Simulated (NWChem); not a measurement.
Program: NWChem. System: CHF$_{3}$, charge 0, spin multiplicity 3, at the geometry of a parent with another charge or spin, in a state set for the comparison that need not be this species' ground state. Its SCF solution wasn't tested for a lower state.

The NWChem input:

```
start mol
memory heap 200 mb stack 900 mb global 1100 mb
geometry units angstroms nocenter noautoz
  F      0.077835    -0.630672     1.078383
  C     -0.331824     0.026153     0.000000
  F      0.077835    -0.630672    -1.078383
  F      0.224611     1.231370     0.000000
  H     -1.431582     0.112843     0.000000
  symmetry group Cs
end
basis spherical
  * library def2-svp
end
dft
  xc xpbe96 cpbe96
  odft
  mult 3
  semidirect memsize 60000000 filesize 0
  iterations 100
end
task dft energy
```

The output up to the point where the run's verdict is printed (cleaned and shortened):

```
             Northwest Computational Chemistry Package (NWChem) 7.3.0
             --------------------------------------------------------

                                NWChem Input Module
                                -------------------

 Scaling coordinates for geometry "geometry" by  1.889725989
 (inverse scale =  0.529177249)

 Turning off AUTOSYM since
 SYMMETRY directive was detected!

                             Geometry "geometry" -> ""
                             -------------------------

 Output coordinates in angstroms (scale by  1.889725989 to convert to a.u.)

  No.       Tag          Charge          X              Y              Z
 ---- ---------------- ---------- -------------- -------------- --------------
    1 F                    9.0000     0.07783500    -0.63067200     1.07838300
    2 C                    6.0000    -0.33182400     0.02615300     0.00000000
    3 F                    9.0000     0.07783500    -0.63067200    -1.07838300
    4 F                    9.0000     0.22461100     1.23137000     0.00000000
    5 H                    1.0000    -1.43158200     0.11284300     0.00000000

 Effective nuclear repulsion energy (a.u.)     134.2283782719

            Nuclear Dipole moment (a.u.)
            ----------------------------
        X                 Y               Z
 ---------------- ---------------- ----------------
     0.0000056692    -0.0000094486     0.0000000000

      Symmetry information
      --------------------

 Group name             Cs
 Group number              2
 Group order               2
 No. of unique centers     4

      Symmetry unique atoms

     1    2    4    5


 Summary of "ao basis" -> "" (spherical)
 ------------------------------------------------------------------------------
       Tag                 Description            Shells   Functions and Types
 ---------------- ------------------------------  ------  ---------------------
 *                          def2-svp                  on all atoms

  pbe96 is a nonlocal functional; adding pw91lda local functional.

                                 NWChem DFT Module
[...]
 d= 0,ls=0.5,diis    75   -337.1871395824 -9.79D-05  9.39D-04  2.29D-04     5.4
                                                     4.02D-05  3.06D-04
 d= 0,ls=0.5,diis    76   -337.1872578250 -1.18D-04  9.57D-04  2.33D-04     5.5
                                                     5.73D-05  2.89D-04
 d= 0,ls=0.5,diis    77   -337.1873270490 -6.92D-05  1.00D-03  3.57D-04     5.5
                                                     3.60D-05  4.16D-04
 d= 0,ls=0.5,diis    78   -337.1874190331 -9.20D-05  1.00D-03  4.29D-04     5.6
                                                     3.32D-05  4.98D-04
 d= 0,ls=0.5,diis    79   -337.1874946908 -7.57D-05  1.02D-03  4.78D-04     5.7
                                                     1.76D-05  6.18D-04
 d= 0,ls=0.5,diis    80   -337.1875974761 -1.03D-04  9.91D-04  5.06D-04     5.8
                                                     6.34D-05  6.82D-04
 d= 0,ls=0.5,diis    81   -337.1875903674  7.11D-06  1.04D-03  7.76D-04     5.8
                                                     4.01D-05  1.01D-03
 d= 0,ls=0.5,diis    82   -337.1876462717 -5.59D-05  1.06D-03  9.37D-04     5.9
                                                     3.63D-05  1.20D-03
 d= 0,ls=0.5,diis    83   -337.1877029316 -5.67D-05  1.20D-03  1.11D-03     6.0
                                                     6.90D-05  1.40D-03
 d= 0,ls=0.5,diis    84   -337.1879184853 -2.16D-04  1.39D-03  1.14D-03     6.0
                                                     8.10D-05  1.31D-03
 d= 0,ls=0.5,diis    85   -337.1882279525 -3.09D-04  1.46D-03  9.74D-04     6.1
                                                     6.35D-05  1.08D-03
 d= 0,ls=0.5,diis    86   -337.1884638841 -2.36D-04  1.51D-03  1.01D-03     6.2
                                                     3.85D-05  1.09D-03
 d= 0,ls=0.5,diis    87   -337.1886696186 -2.06D-04  1.55D-03  1.09D-03     6.3
                                                     3.03D-05  1.19D-03
 d= 0,ls=0.5,diis    88   -337.1888135146 -1.44D-04  1.60D-03  1.27D-03     6.3
                                                     1.23D-05  1.43D-03
 d= 0,ls=0.5,diis    89   -337.1890050658 -1.92D-04  1.76D-03  1.38D-03     6.4
                                                     7.17D-05  1.59D-03
 d= 0,ls=0.5,diis    90   -337.1894062475 -4.01D-04  1.81D-03  1.16D-03     6.5
                                                     3.71D-05  1.31D-03
 d= 0,ls=0.5,diis    91   -337.1897034394 -2.97D-04  1.86D-03  1.19D-03     6.5
                                                     2.93D-05  1.34D-03
 d= 0,ls=0.5,diis    92   -337.1899936272 -2.90D-04  1.85D-03  1.25D-03     6.6
                                                     3.96D-05  1.43D-03
 d= 0,ls=0.5,diis    93   -337.1901937933 -2.00D-04  1.88D-03  1.47D-03     6.7
                                                     1.75D-05  1.71D-03
 d= 0,ls=0.5,diis    94   -337.1904702913 -2.76D-04  1.90D-03  1.58D-03     6.8
                                                     1.66D-05  1.85D-03
 d= 0,ls=0.5,diis    95   -337.1906574560 -1.87D-04  1.81D-03  1.85D-03     6.8
                                                     2.92D-05  2.20D-03
 d= 0,ls=0.5,diis    96   -337.1907964927 -1.39D-04  2.27D-03  2.18D-03     6.9
                                                     2.26D-04  2.66D-03
 d= 0,ls=0.5,diis    97   -337.1917041172 -9.08D-04  2.48D-03  1.29D-03     7.0
                                                     8.51D-05  1.47D-03
 d= 0,ls=0.5,diis    98   -337.1919874935 -2.83D-04  2.17D-03  1.58D-03     7.0
                                                     1.47D-04  1.81D-03
 d= 0,ls=0.5,diis    99   -337.1917688214  2.19D-04  2.08D-03  2.69D-03     7.1
                                                     1.86D-04  3.22D-03
 d= 0,ls=0.5,diis   100   -337.1913276310  4.41D-04  2.36D-03  4.10D-03     7.2
                                                     6.90D-05  5.00D-03
```

Convergence was not reached. The next line reads: Calculation failed to converge. NWChem stopped with the message: dft energy failed.
